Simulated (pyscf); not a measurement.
Structures and frequencies: ωB97X-D3(BJ)/def2-SVP in PySCF. Correlated levels are frozen-core, on RHF or UHF. ΔMP2 is the change of the MP2 total energy from the triple- to the quadruple-zeta basis.

Question: For the elementary gas-phase step H atom (H•) + F–Cl → hydrogen fluoride (HF) + Cl atom (Cl•) (doublet surface; Cl–F broken, F–H formed), what barrier and reaction energy does CCSD(T)/def2-TZVPP + ΔMP2(QZVPP) give, measured from the separated reactants?

Answer: ΔE‡ = 8.1 kcal/mol, ΔE = -80.5 kcal/mol. Zero-point energy shifts the barrier by +0.4 kcal/mol. It is an atom transfer, with an imaginary mode of 1165i cm⁻¹. The angle at the transferred F is 180°. The CCSD(T) − MP2 part came from Ansatz, without density fitting, on the same reference. A UHF reference is spin-contaminated (<S²> up to 0.92), which harms MP2 most. Left out: the spin-orbit lowering of Cl.
